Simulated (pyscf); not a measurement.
**Four-centre exchange: HN=SiH–Cl (SMILES N=[SiH]Cl) + HCl (SMILES Cl) -> HN=SiH–Cl (SMILES N=[SiH]Cl) + HCl (SMILES Cl)**

Gas phase, singlet surface, charge 0. Bonds broken: Si2–H7, H5–Cl6. Bonds formed: Si2–H5, Cl6–H7. Single points on ωB97X-D3(BJ)/def2-SVP structures (PySCF, gas phase). Correlated levels are frozen-core, on RHF or UHF. ΔMP2 is the change of the MP2 total energy from the triple- to the quadruple-zeta basis.

Transition state (Å):

```xyz
7

N      0.1435    -1.1400    -1.0353
Si    -0.0090     0.3044    -0.4118
Cl    -0.8174     1.8512    -1.4461
H      0.5351    -1.9619    -0.5862
H      0.8519     1.0454     1.0174
Cl     0.8280     1.5392     2.6750
H     -0.0012     0.8148     1.3410
```

One imaginary mode, 2475i cm⁻¹; descent along it reached the two sides named.

```tsv
bond	change	reactant side (Å)	saddle	product side
Si2–H7	breaks	1.480	1.826	4.7
H5–Cl6	breaks	1.284	1.730	3.0
Si2–H5	forms	4.7	1.826	1.479
Cl6–H7	forms	2.9	1.730	1.284
```

Electronic energies relative to the separated reactants (kJ/mol):

```
level                             barrier  reaction energy  reverse barrier
--------------------------------  -------  ---------------  ---------------
ωB97X-D3(BJ)/def2-TZVP              287.6              0.0            287.6
PBE/def2-TZVP                       217.6              0.0            217.6
r²SCAN/def2-TZVP                    239.5              0.0            239.5
B3LYP-D3(BJ)/def2-TZVP              255.1              0.0            255.1
PBE0-D3(BJ)/def2-TZVP               248.7              0.0            248.7
M06-2X/def2-TZVP                    285.0              0.0            285.0
ωB97M-D3(BJ)/def2-TZVP              284.4              0.0            284.4
HF/def2-TZVP                        384.5              0.0            384.5
MP2/def2-QZVPP                      277.7              0.0            277.7
CCSD/def2-TZVPP                     312.5              0.0            312.5
CCSD(T)/def2-TZVPP                  291.8              0.0            291.8
CCSD(T)/def2-TZVPP + ΔMP2(QZVPP)    285.9              0.0            285.9
```

With CCSD(T)/def2-TZVPP + ΔMP2(QZVPP) energies and thermal terms (ideal gas, 1 atm, RRHO with modes under 100 cm⁻¹ raised to 100, one conformer, R ln 2 for chiral ones without a mode under 150 cm⁻¹), in kJ/mol:

```
T (K)    ΔH‡    ΔG‡   ΔH   ΔG
-----  -----  -----  ---  ---
298    278.1  315.6  0.0  0.0
600    279.7  353.1  0.0  0.0
900    282.0  389.3  0.0  0.0
1200   284.4  424.7  0.0  0.0
```

The same reactants have a lower exit, to H₂N–SiH(Cl)–Cl (barrier -3.6 kJ/mol at ωB97M-D3(BJ)/def2-TZVP, against +284.4 kJ/mol here). HN=SiH–Cl lies 110.3 kJ/mol over its isomer H₂N–Si:–Cl [singlet] (electronic energy, ωB97M-D3(BJ)/def2-TZVP). This is the saddle that the search found; another between the same sides may lie lower. The CCSD(T) − MP2 part came from Ansatz, without density fitting, on the same reference.
